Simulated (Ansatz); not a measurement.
The input, for Ansatz 0.2.0:

```yaml
crystal:
  periodic: [false, false, false]
  atoms:
    - {symbol: Al, position_ang: [0.000000, 0.074413, -0.095633]}
    - {symbol: H, position_ang: [0.000000, -1.372409, -0.753982]}
    - {symbol: H, position_ang: [0.420650, -0.309773, 1.656991]}
    - {symbol: H, position_ang: [-0.420650, -0.309773, 1.656991]}
basis:
  gaussian: {orbitals: STO-3G}
total_charge: 1
magnetization: {spin_polarized: false, initial_magnetization: 1}
correlation: {method: dmrg, electrons: outside_noble_gas}
```

```sh
$ ansatz run in.yaml --threads 1 --pin off --events-out ev --progress --plain --max-ram 2393MiB
```

(1) One thing in this input was set wrong on purpose, beside settings that are merely unusual. What is the gravest fault, and what does the program do?

## Answers

(1) A method name that the input doesn't accept. How the run ends: refused.
```
Error: YAML parse error: error: line 12 column 23: unknown variant `dmrg`, expected one of mp2, rpa, ccsd, ccsd_t, bccd, bccd_t, ccsdt, ccsdt_q, ccsdt_q_b, ccsdtq, fci, sc_nevpt2, fic_nevpt4_sd, fic_mrcisd_q, fic_mrcisd_q_relaxed
  --> <input>:12:23
   |
10 | total_charge: 1
11 | magnetization: {spin_polarized: false, initial_magnetization: 1}
12 | correlation: {method: dmrg, electrons: outside_noble_gas}
   |                       ^ unknown variant `dmrg`, expected one of mp2, rpa, ccsd, ccsd_t, bccd, bccd_t, ccsdt, ccsdt_q, ccsdt_q_b, ccsdtq, fci, sc_nevpt2, fic_nevpt4_sd, fic_mrcisd_q, fic_mrcisd_q_relaxed
```
